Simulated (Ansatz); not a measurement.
## Structure relaxation of Si3N

These are results of Ansatz 0.2.0, DFT PBE, scalar-relativistic, plane waves, PAW, not measurements. Cutoff 420 eV, Γ-centred k mesh, Gaussian smearing, no spin polarisation in the final step.

The start is a random cell of Si3N without symmetry, drawn with lower limits on the distances.

```
Si N
1.0
     4.72664    0.00000    0.00000
    -1.65190    3.61139    0.00000
    -0.89647    0.43190    3.63328
Si N
3 1
Direct
  0.31840 0.34959 0.17211
  0.94387 0.67840 0.54844
  0.67629 0.84284 0.82037
  0.50605 0.62395 0.06735
```

Cell and atoms relax at zero pressure; the relaxation can't lower the symmetry of the start. After a coarse first stage the cell is made exact in the group found at 0.06 Å.

The zero of energy is the elements' standard structures at the same level (N₂ as a molecule); no fitted shifts are applied.

Problem. Describe the relaxed structure.

Solution. It keeps P1 (No. 1). Conventional cell: a = 3.556 Å, b = 4.411 Å, c = 4.486 Å, α = 85.9°, β = 72.2°, γ = 78.2°. Si on Wyckoff site a (1 atom of the primitive cell) is coordinated by 1 N at 1.73 Å; Si on Wyckoff site a (1 atom of the primitive cell) has 1 N at 1.80 Å; Si on Wyckoff site a (1 atom of the primitive cell) is coordinated by 1 N at 1.80 Å; N has 3 Si at 1.73–1.80 Å.

```xyz
4
Lattice="3.5562 0.0000 0.0000 0.9058 4.3174 0.0000 1.3708 0.0415 4.2710" Properties=species:S:1:pos:R:3 pbc="T T T"
Si    0.9720    0.8309    0.7703
Si    4.1697    1.9634    3.6814
Si    2.3577    3.5703    3.4991
N     1.0432    0.6804    2.4901
```

Problem. What are its volume, energy, density and gap?

Solution. The volume per atom is 16.39 Å³, the density is 2.49 g/cm³ and the energy over the elements is 0.09 eV/atom. The gap on the 14×12×12 mesh is 0 eV (a metal).

The final run used a 14×12×12 mesh on its 4-atom cell and 0.10 eV smearing. For metals, differences of a few meV/atom aren't resolved. A structure relaxed within its symmetry needn't be a true minimum. The steps took of the order of 8 core-minutes in all.